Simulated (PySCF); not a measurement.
## Gas-phase thermal properties of SiH3F

Energies from PySCF (xtb for GFN2), thermal terms from the rigid-rotor harmonic-oscillator model, ideal gas at 1 bar. Table values come from the NASA 1993 polynomials. 6-31G* has spherical d functions here. All species are closed-shell singlets. B3LYP is the form with VWN-RPA correlation. The harmonic model lacks anharmonicity and excited electronic states, which grow with temperature; levels with a mode under 35 cm⁻¹ are left out. The table's entry may be an old estimate for SiH3F (not checked at source).

| level | point group | σ | ZPE (kJ/mol) | S°298 (J/mol/K) | Cp298 (J/mol/K) | S°1000 (J/mol/K) | H1000 − H298 (kJ/mol) |
|---|---|---|---|---|---|---|---|
| table | - | - | - | 238.4 | 47.2 | 320.9 | 50.8 |
| B3LYP/6-31G* | C3v | 3 | 72.7 | 238.4 | 46.8 | 320.2 | 50.3 |
| GFN2-xTB | C3v | 3 | 68.0 | 241.9 | 53.6 | 329.2 | 53.1 |
| HF/6-31G* | C3v | 3 | 77.8 | 237.2 | 44.5 | 316.0 | 48.6 |
| PBE/def2-SVP | C3v | 3 | 69.5 | 239.5 | 48.4 | 323.2 | 51.4 |
| PBE0/def2-TZVP | C3v | 3 | 71.7 | 238.5 | 47.3 | 321.0 | 50.7 |
σ: rotational symmetry number. Electronic degeneracy used: 1. Frequencies are unscaled.
